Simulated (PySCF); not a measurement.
SMILES CC(C)C (B3LYP/def2-SVP optimised geometry):

```
14

C      0.709     0.859     0.000
C      0.147     0.089    -1.202
C     -1.386     0.139    -1.227
C      0.657    -1.357    -1.225
H      0.373     1.909     0.000
H      0.376     0.404     0.950
H      1.811     0.859     0.000
H      0.513     0.588    -2.119
H     -1.756     1.177    -1.250
H     -1.811    -0.346    -0.331
H     -1.792    -0.382    -2.110
H      0.287    -1.902    -2.109
H      1.759    -1.396    -1.244
H      0.321    -1.909    -0.330
```

Computed with B3LYP/def2-TZVP run with PySCF.

### Question
What are the frontier orbital energies and the dipole moment?

### Answer
HOMO-2 -9.00 eV, HOMO-1 -8.99 eV, HOMO -8.78 eV, LUMO 0.78 eV, LUMO+1 2.03 eV; dipole moment 0.14 D.

On the same geometry PBE/def2-TZVP (PySCF) gives HOMO-2 -7.82 eV, HOMO-1 -7.82 eV, HOMO -7.57 eV, LUMO 0.33 eV, LUMO+1 1.56 eV; dipole moment 0.14 D.

Meta-Löwdin charges at B3LYP/def2-TZVP: C1 -0.32, C2 -0.03, C3 -0.32, C4 -0.32, H5 0.10, H6 0.10, H7 0.10, H8 0.09, H9 0.10, H10 0.10, H11 0.10, H12 0.10, H13 0.10, H14 0.10.
